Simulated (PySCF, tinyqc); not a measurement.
RKS/BLYP in the sto-6g basis, for BH, spin multiplicity 1, step by step. The lowest restricted solution is unstable here: a spin-polarised one lies 0.0002 hartree lower (PySCF). One step of it, computed by the program tinyqc.

Task: Orthogonalisation. S = U s U^T; symmetric (Loewdin) form X = U s^(-1/2) U^T, so that X^T S X = 1.

overlap S:
```
           1B 1s     1B 2s    1B 2px    1B 2py    1B 2pz     2H 1s
1B 1s   1.000000  0.264891  0.000000  0.000000  0.000000  0.031248
1B 2s   0.264891  1.000000  0.000000  0.000000  0.000000  0.313852
1B 2px  0.000000  0.000000  1.000000  0.000000  0.000000  0.000000
1B 2py  0.000000  0.000000  0.000000  1.000000  0.000000  0.000000
1B 2pz  0.000000  0.000000  0.000000  0.000000  1.000000  0.358996
2H 1s   0.031248  0.313852  0.000000  0.000000  0.358996  1.000000
```

Give: eigenvalues of S; X.

Result:

eigenvalues of S: 0.4977  0.8032  1.0000  1.0000  1.1742  1.5250

X:
```
          1B 1s    1B 2s  1B 2px  1B 2py   1B 2pz    2H 1s
1B 1s    1.0286  -0.1447  0.0000  0.0000  -0.0068   0.0205
1B 2s   -0.1447   1.0752  0.0000  0.0000   0.0526  -0.1895
1B 2px   0.0000   0.0000  1.0000  0.0000   0.0000   0.0000
1B 2py   0.0000   0.0000  0.0000  1.0000   0.0000   0.0000
1B 2pz  -0.0068   0.0526  0.0000  0.0000   1.0583  -0.2110
2H 1s    0.0205  -0.1895  0.0000  0.0000  -0.2110   1.1038
```
